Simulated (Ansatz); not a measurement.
Worked example: vertical ionisation energy of C3H4 (cyclopropene)

C3H4: 7 atoms, total charge 0, spin state singlet. As SMILES, `C1=CC1`. The coordinates come from a PBE0-D4/def2-TZVP relaxation.

Both states at this one shape; open shells run unrestricted unless said. 1 Eh = 27.2114 eV.

| level | program | singlet C3H4 (Eh) | doublet [C3H4]+ (Eh) |
| --- | --- | --- | --- |
| r2SCAN/aug-cc-pVDZ | Ansatz | -116.553991 | -116.201125 |
| wB97X/aug-cc-pVDZ | Ansatz | -116.597688 | -116.239957 |
| MP2/aug-cc-pVDZ, 3 core orbitals frozen | Ansatz | -116.248945 | -115.879813 |
| CCSD/aug-cc-pVDZ, 3 core orbitals frozen | Ansatz | -116.277720 | -115.917938 |

Problem. Work out the vertical ionisation energy at each level.

Solution. 
1. r2SCAN/aug-cc-pVDZ: -116.201125 − (-116.553991) = 0.352866 Eh = 9.60 eV.
2. wB97X/aug-cc-pVDZ: -116.239957 − (-116.597688) = 0.357731 Eh = 9.73 eV.
3. MP2/aug-cc-pVDZ: -115.879813 − (-116.248945) = 0.369132 Eh = 10.04 eV.
4. CCSD/aug-cc-pVDZ: -115.917938 − (-116.277720) = 0.359782 Eh = 9.79 eV.

No measured value is set beside it here; the levels span 9.60 to 10.04 eV.
